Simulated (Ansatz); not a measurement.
A calculation with Ansatz (development build ahead of 0.2.0).

```yaml
crystal:
  periodic: [false, false, false]
  atoms:
    - { symbol: C, position_ang: [-0.04081, 0.01508, -0.02463] }
    - { symbol: C, position_ang: [1.43871, -0.02699, -0.03078] }
    - { symbol: C, position_ang: [-0.7454, 1.20371, 0.02377] }
    - { symbol: C, position_ang: [-0.66015, -1.2123, -0.02027] }
    - { symbol: H, position_ang: [1.99134, -0.95071, 0.04281] }
    - { symbol: H, position_ang: [1.98789, 0.97043, 0.03039] }
    - { symbol: H, position_ang: [-1.80665, 1.20448, 0.03302] }
    - { symbol: H, position_ang: [-0.12835, 2.16959, -0.01235] }
    - { symbol: H, position_ang: [-1.77718, -1.27271, -0.03356] }
    - { symbol: H, position_ang: [-0.20853, -2.21198, 0.00825] }
basis:
  gaussian: { orbitals: def2-SVP }
magnetization:
  spin_polarized: true
  initial_magnetization: 2
hamiltonian:
  xc: hf
correlation:
  method: mp2
  frozen_orbitals: { C: 1, H: 0 }
```

The input is written out in the form of the current development build from the run's settings.

Output:

| Property | Result |
| --- | --- |
| Converged | yes |
| Reference energy | -154.77437 hartree |
| Correlation energy | -0.47729 hartree |
| Total energy | -155.25166 hartree |
| Spin squared of the determinant | 2.195 |

Caution: the unrestricted determinant is spin contaminated.
